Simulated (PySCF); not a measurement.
# C₅H₁₀O: excited states, first hyperpolarisability

Aim: compute the excited states, first hyperpolarisability of C₅H₁₀O (`CC(C)[C@H]1CO1`).

Programs: PySCF 2.14.0, with routines of our own; each step states its level. All values are computed. Atoms count from 0.

### Step 1. The starting structure

16 atoms, charge 0, multiplicity 1; geometry from: GFN2-xTB.

### Step 2. Geometry optimisation at PBE0-D3(BJ)/def2-SVP

Job settings and geometry (Å):

```
{"job": {"xc": "PBE0", "basis": "def2-SVP", "d3": "d3bj", "grid": 2, "kind": "geom"}, "charge": 0, "multiplicity": 1}
C     -0.664222     1.464766     0.184346
C     -0.363429    -0.022533     0.359960
C     -1.581064    -0.876303     0.011064
C      0.806591    -0.417823    -0.518255
C      2.191046    -0.278518    -0.063055
O      1.569481    -1.528370    -0.146639
H     -0.938989     1.674858    -0.847197
H     -1.490806     1.758003     0.826709
H      0.205480     2.066379     0.438880
H     -0.084571    -0.214970     1.401339
H     -1.880265    -0.702480    -1.020538
H     -1.344490    -1.930644     0.130309
H     -2.417361    -0.628656     0.660073
H      0.617165    -0.338692    -1.588075
H      2.982803    -0.097316    -0.781566
H      2.385030     0.081242     0.941234
```

Started as:

```console
OMP_NUM_THREADS=1 python excited_run.py task.json out
```

One launch serves the whole session: the jobs run in the order shown.

Standard output:

```text
step   0  E = -271.22830141  max force = 0.014884
step   1  E = -271.23016870  max force = 0.002439
step   2  E = -271.23020459  max force = 0.000789
step   3  E = -271.23022003  max force = 0.000727
step   4  E = -271.23023259  max force = 0.000467
step   5  E = -271.23024996  max force = 0.000480
step   6  E = -271.23025336  max force = 0.000342
optimisation converged
```

Run time: 58 s. Hardware: 1 thread of Arm Neoverse V2, shared host; peak memory 0.72 GiB.

The steps of the relaxation:

```tsv
step	energy from step 0 (eV)	largest force component (eV/Å)
0	0.0000	0.7654
1	-0.0508	0.1254
2	-0.0518	0.0406
3	-0.0522	0.0374
4	-0.0526	0.0240
5	-0.0530	0.0247
6	-0.0531	0.0176
```

Close pairs (by a distance rule), those that changed most:

```tsv
bond	before (Å)	after (Å)	change (Å)
C0–H6	1.088	1.103	+0.015
C2–H10	1.088	1.103	+0.015
C4–H15	1.084	1.098	+0.014
C2–H12	1.087	1.101	+0.014
C4–O5	1.398	1.412	+0.014
C0–H7	1.087	1.101	+0.014
C0–H8	1.088	1.101	+0.013
C4–H14	1.084	1.098	+0.013
```

The next job starts from the end point, and lists it.

```tsv
at the end point	value
point group (found at 0.08 Å tolerance)	C1
rotational constants (GHz, main isotopes)	6.036, 2.667, 2.040
dipole moment (D)	1.83
```

### Step 3. Excited states: TDA wB97X-D/def2-TZVPD

Job settings and geometry (Å):

```
{"job": {"kind": "states", "xc": "wB97X-D", "basis": "def2-TZVPD", "tda": true, "soc": true, "nstates": 6, "ntriplets": 5, "nquad": 4}, "charge": 0, "multiplicity": 1}
C     -0.767745     1.246679     0.072654
C     -0.403435    -0.220587     0.261157
C     -1.579278    -1.149297    -0.019588
C      0.770502    -0.589331    -0.611436
C      2.148979    -0.562283    -0.123850
O      1.454591    -1.780425    -0.290184
H     -1.066294     1.448987    -0.969485
H     -1.613166     1.530351     0.717921
H      0.079243     1.907770     0.313301
H     -0.082311    -0.378480     1.306281
H     -1.935831    -1.032150    -1.056596
H     -1.285896    -2.200121     0.122121
H     -2.425524    -0.934870     0.651243
H      0.606355    -0.440740    -1.691499
H      2.976076    -0.384484    -0.823396
H      2.342576    -0.262768     0.915111
```

Method: TDA wB97X-D/def2-TZVPD excited states, vertical, gas phase, spin-orbit mean-field couplings.

Standard output:

```text
coarse grid: 12720 points
cycle   1  E = -271.6825616640  dE =  8.997e-01  |g| = 6.424e-01  |ddm| = 4.737e+00
cycle   2  E = -271.6417151495  dE =  4.085e-02  |g| = 8.478e-01  |ddm| = 2.422e+00
cycle   3  E = -271.7636166500  dE = -1.219e-01  |g| = 5.824e-02  |ddm| = 8.893e-01
cycle   4  E = -271.7642162301  dE = -5.996e-04  |g| = 2.499e-02  |ddm| = 1.948e-01
cycle   5  E = -271.7643610426  dE = -1.448e-04  |g| = 5.496e-03  |ddm| = 9.076e-02
cycle   6  E = -271.7643686957  dE = -7.653e-06  |g| = 1.058e-03  |ddm| = 1.689e-02
final grid: 120968 points
cycle   7  E = -271.7512319622  dE = -2.180e-04  |g| = 5.929e-03  |ddm| = 8.550e-01
cycle   8  E = -271.7512351200  dE = -3.158e-06  |g| = 5.060e-03  |ddm| = 9.630e-02
cycle   9  E = -271.7512397566  dE = -4.637e-06  |g| = 1.285e-03  |ddm| = 1.291e-02
cycle  10  E = -271.7512400176  dE = -2.610e-07  |g| = 5.253e-04  |ddm| = 7.750e-03
cycle  11  E = -271.7512400746  dE = -5.700e-08  |g| = 6.104e-05  |ddm| = 2.303e-03
cycle  12  E = -271.7512400759  dE = -1.285e-09  |g| = 2.889e-05  |ddm| = 4.736e-04
cycle  13  E = -271.7512400762  dE = -2.401e-10  |g| = 6.332e-06  |ddm| = 1.227e-04
converged SCF energy = -271.7512400762

Singlet excitations
state   eV       nm        f     d(h-e)  d(exc)  Lambda  PR(NTO)  |dmu|/D   mu/D   main configurations
  1   7.6503   162.1   0.00888   0.887   3.483   0.237   1.021    5.226    6.443   H->L 0.40, H->L+2 0.29, H->L+1 0.14
  2   7.8862   157.2   0.03053   1.314   3.480   0.247   1.025    4.112    2.846   H->L 0.29, H->L+3 0.28, H->L+5 0.19
  3   7.9798   155.4   0.02498   0.572   3.590   0.237   1.034    0.444    1.568   H->L+2 0.36, H->L+1 0.34, H->L+3 0.18
  4   8.3196   149.0   0.00867   1.010   3.849   0.234   1.093    3.666    4.359   H->L+1 0.28, H->L+3 0.26, H->L+4 0.11
  5   8.3910   147.8   0.00994   1.369   3.757   0.251   1.078                     H-1->L 0.73, H-1->L+1 0.11
  6   8.6692   143.0   0.00881   1.013   3.329   0.270   1.815                     H-1->L+2 0.18, H->L+7 0.13, H->L+14 0.09

Triplet excitations (Tamm-Dancoff)
state   eV     d(h-e)  d(exc)  Lambda  PR(NTO)   main configurations
  1   7.5176   0.783   3.026   0.262   1.014   H->L+2 0.35, H->L+3 0.24, H->L+5 0.18
  2   7.6146   1.818   3.574   0.233   1.034   H->L 0.60, H->L+1 0.10
  3   7.8920   0.679   3.538   0.236   1.047   H->L+1 0.38, H->L+2 0.31, H->L+3 0.16
  4   8.1906   0.578   3.299   0.257   1.388   H->L+3 0.22, H-1->L 0.10, H->L+7 0.09
  5   8.2245   1.234   3.320   0.275   1.352   H-1->L 0.46, H-1->L+5 0.10
S1 - T1 = 0.1327 eV

Spin-orbit couplings |<S|Hso|T>| (cm-1)
             T1       T2       T3       T4       T5
S0       18.890   24.931    7.313   27.990   16.493
S1        2.898    3.496    0.752   10.047   11.472
S2        3.131    3.201    2.186    9.676   26.164
S3        1.784    1.733    0.652    0.849    1.790
S4        4.152    2.975    1.275    1.326    3.456
S5        8.969   29.859    3.561    0.926    3.116
S6       15.828    7.124    8.371    1.865    7.481
T1 sublevels (cm-1): 0.000 0.026 0.039   radiative rates (1/s): 52.3 294 380
```

Run time: 84 s. Hardware: 1 thread of Arm Neoverse V2, shared host; peak memory 1.1 GiB.

Key values:

```tsv
quantity	value
S1 less T1	0.13 eV
```

### Step 4. Excited states: TDDFT CAM-B3LYP/def2-TZVPD

Settings changed since step 3:

```diff
@@ -1,2 +1,2 @@
-{"job": {"kind": "states", "xc": "wB97X-D", "basis": "def2-TZVPD", "tda": true, "soc": true, "nstates": 6, "ntriplets": 5, "nquad": 4}, "charge": 0, "multiplicity": 1}
+{"job": {"kind": "states", "xc": "CAM-B3LYP", "basis": "def2-TZVPD", "tpa": true, "nstates": 8, "nquad": 6, "ntriplets": 0}, "charge": 0, "multiplicity": 1}
 C     -0.767745     1.246679     0.072654
```

Level: TDDFT CAM-B3LYP/def2-TZVPD excited states, vertical, gas phase, two-photon moments by quadratic response.

Standard output:

```text
coarse grid: 12720 points
cycle   1  E = -271.6225282352  dE =  8.422e-01  |g| = 6.448e-01  |ddm| = 4.210e+00
cycle   2  E = -271.5590604895  dE =  6.347e-02  |g| = 9.129e-01  |ddm| = 2.238e+00
cycle   3  E = -271.7037698245  dE = -1.447e-01  |g| = 7.588e-02  |ddm| = 1.009e+00
cycle   4  E = -271.7046959290  dE = -9.261e-04  |g| = 3.385e-02  |ddm| = 1.631e-01
cycle   5  E = -271.7049631831  dE = -2.673e-04  |g| = 5.876e-03  |ddm| = 7.653e-02
cycle   6  E = -271.7049711032  dE = -7.920e-06  |g| = 1.488e-03  |ddm| = 1.338e-02
final grid: 120968 points
cycle   7  E = -271.6994292872  dE = -5.373e-05  |g| = 4.565e-03  |ddm| = 3.403e-01
cycle   8  E = -271.6994288039  dE =  4.834e-07  |g| = 4.934e-03  |ddm| = 2.645e-02
cycle   9  E = -271.6994338865  dE = -5.083e-06  |g| = 7.893e-04  |ddm| = 7.586e-03
cycle  10  E = -271.6994339768  dE = -9.029e-08  |g| = 3.072e-04  |ddm| = 1.591e-03
cycle  11  E = -271.6994339947  dE = -1.794e-08  |g| = 5.226e-05  |ddm| = 7.620e-04
cycle  12  E = -271.6994339953  dE = -6.095e-10  |g| = 1.515e-05  |ddm| = 1.053e-04
converged SCF energy = -271.6994339953

Singlet excitations
state   eV       nm        f     d(h-e)  d(exc)  Lambda  PR(NTO)  |dmu|/D   mu/D   delta(TPA)   sigma/GM   main configurations
  1   7.4765   165.8   0.00990   0.890   3.524   0.243   1.019    4.633    5.631       55.60      1.139   H->L 0.45, H->L+3 0.24, H->L+2 0.14
  2   7.6671   161.7   0.02151   1.250   3.526   0.255   1.022    3.664    2.367        5.73      0.123   H->L+3 0.37, H->L 0.28, H->L+5 0.20
  3   7.7980   159.0   0.02318   0.610   3.596   0.249   1.031    0.552    1.447       22.02      0.491   H->L+2 0.52, H->L+1 0.31
  4   8.0932   153.2   0.00658   1.313   4.078   0.239   1.090    4.629    4.954       17.64      0.423   H->L+1 0.39, H->L+2 0.21, H->L 0.12
  5   8.1564   152.0   0.00985   1.370   3.786   0.260   1.086    5.549    4.504       28.18      0.687   H-1->L 0.74, H-1->L+1 0.10
  6   8.4503   146.7   0.01070   0.415   3.597   0.263   1.051    1.642    2.238        3.35      0.088   H-1->L+2 0.61, H-1->L+1 0.19
  7   8.5102   145.7   0.02802   0.418   3.495   0.286   1.377                                            H-1->L+3 0.53, H-1->L+1 0.09, H-1->L+5 0.09
  8   8.5540   144.9   0.00678   1.355   3.568   0.282   1.457                                            H->L+5 0.14, H->L+14 0.14, H->L+7 0.12
```

Wall time 1.8 min (1 thread of Arm Neoverse V2, shared host); peak memory 1.3 GiB.

### Step 5. First hyperpolarisability: quadratic response CAM-B3LYP/def2-TZVPD

Settings changed since step 4:

```diff
@@ -1,2 +1,2 @@
-{"job": {"kind": "states", "xc": "CAM-B3LYP", "basis": "def2-TZVPD", "tpa": true, "nstates": 8, "nquad": 6, "ntriplets": 0}, "charge": 0, "multiplicity": 1}
+{"job": {"kind": "beta", "xc": "CAM-B3LYP", "basis": "def2-TZVPD"}, "charge": 0, "multiplicity": 1}
 C     -0.767745     1.246679     0.072654
```

Level: quadratic response CAM-B3LYP/def2-TZVPD first hyperpolarisability, Taylor convention, gas phase.

Standard output:

```text
coarse grid: 12720 points
cycle   1  E = -271.6225282352  dE =  8.422e-01  |g| = 6.448e-01  |ddm| = 4.210e+00
cycle   2  E = -271.5590604895  dE =  6.347e-02  |g| = 9.129e-01  |ddm| = 2.238e+00
cycle   3  E = -271.7037698245  dE = -1.447e-01  |g| = 7.588e-02  |ddm| = 1.009e+00
cycle   4  E = -271.7046959290  dE = -9.261e-04  |g| = 3.385e-02  |ddm| = 1.631e-01
cycle   5  E = -271.7049631831  dE = -2.673e-04  |g| = 5.876e-03  |ddm| = 7.653e-02
cycle   6  E = -271.7049711032  dE = -7.920e-06  |g| = 1.488e-03  |ddm| = 1.338e-02
final grid: 120968 points
cycle   7  E = -271.6994292872  dE = -5.373e-05  |g| = 4.565e-03  |ddm| = 3.403e-01
cycle   8  E = -271.6994288039  dE =  4.834e-07  |g| = 4.934e-03  |ddm| = 2.645e-02
cycle   9  E = -271.6994338865  dE = -5.083e-06  |g| = 7.893e-04  |ddm| = 7.586e-03
cycle  10  E = -271.6994339768  dE = -9.029e-08  |g| = 3.072e-04  |ddm| = 1.591e-03
cycle  11  E = -271.6994339947  dE = -1.794e-08  |g| = 5.226e-05  |ddm| = 7.620e-04
cycle  12  E = -271.6994339953  dE = -6.095e-10  |g| = 1.515e-05  |ddm| = 1.053e-04
converged SCF energy = -271.6994339953

Lowest singlets (eV, f): 7.4765 0.0099  7.6671 0.0215  7.7980 0.0232

First hyperpolarisability (au)
process     nm      |vector|   parallel      HRS      DR
static         -      104.61     -56.52      40.59   6.449
shg       1907.0      107.65     -58.05      41.78   6.425
eope      1907.0      105.61     -57.02          -       -
shg       1064.0      114.90     -61.69      44.63   6.373
eope      1064.0      107.87     -58.16          -       -
```

Wall time 79 s (1 thread of Arm Neoverse V2, shared host); peak memory 1.2 GiB.

### Step 6. Summary of results

```
                                                  quantity                                                value
                                               point group                                                   C1
                      rotational constants (main isotopes)                                 6.04, 2.67, 2.04 GHz
               S1 less T1 (step 3, TDA wB97X-D/def2-TZVPD)                                              0.13 eV
β vector (step 5, quadratic response CAM-B3LYP/def2-TZVPD)  static 105, SHG 1907.0 nm 108, SHG 1064.0 nm 115 au
```

In words: Over 6 steps the energy fell by 0.053 eV; of the close pairs, C0–H6 changed most, 1.088 to 1.103 Å. In step 3, the number of triplets below S1 is 2, and the largest singlet-triplet spin-orbit coupling is S5–T2, 29.86 cm⁻¹. β grows from 105 au (static) to 115 au for doubling at 1064.0 nm: normal dispersion, which grows as twice the photon energy moves toward the bright states.
